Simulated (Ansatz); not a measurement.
Ideal-gas functions of C$_{2}$H$_{3}$NS (`C1=NCS1`) at 600 K and 1 bar, from an Ansatz frequency run at PBE0-D4/def2-TZVP.

Molar mass 73.12 g/mol, point group Cs (symmetry number 1), electronic degeneracy 1, moments of inertia 36.186, 67.984, 100.906 u Å². Harmonic wavenumbers (cm⁻¹, unscaled): 402, 612, 723, 848, 881, 949, 1032, 1110, 1183, 1271, 1441, 1628, 3096, 3165, 3184.

Use S(trans) = R[1.5 ln M + 2.5 ln T − 1.1517]; rotational temperatures θ = 24.2544 K / I; S(rot) = R[ln(√π/σ · √(T³/θAθBθC)) + 1.5]; for each mode x = 1.438777 ν̃/T, S = R[x/(eˣ − 1) − ln(1 − e⁻ˣ)] and H = RT x/(eˣ − 1); 1 cm⁻¹ = 0.0119627 kJ/mol; R = 8.31446 J/(mol·K).

Problem. By hand: the entropy, in J/(mol·K).

Solution. Translation 176.9. Rotation: θ = 0.6703, 0.3568, 0.2404 K, giving 108.9. Vibration, mode by mode: 8.93, 5.83, 4.71, 3.71, 3.49, 3.07, 2.62, 2.26, 1.97, 1.67, 1.20, 0.84, 0.04, 0.04, 0.03, in all 40.4. Electronic 0.0. Sum 326.2 J/(mol·K).

Problem. By hand: H − E and G − E in kJ/mol, counted from the electronic energy.

Solution. Zero-point energy ½ × 21525 × 0.0119627 = 128.7; thermal vibration 16.1; translation, rotation and pV give 4 RT = 20.0. H − E = 164.8 kJ/mol, and G − E = 164.8 − 600 × 326.2/1000 = -30.9 kJ/mol.

Vibration gives 12 % of the entropy.
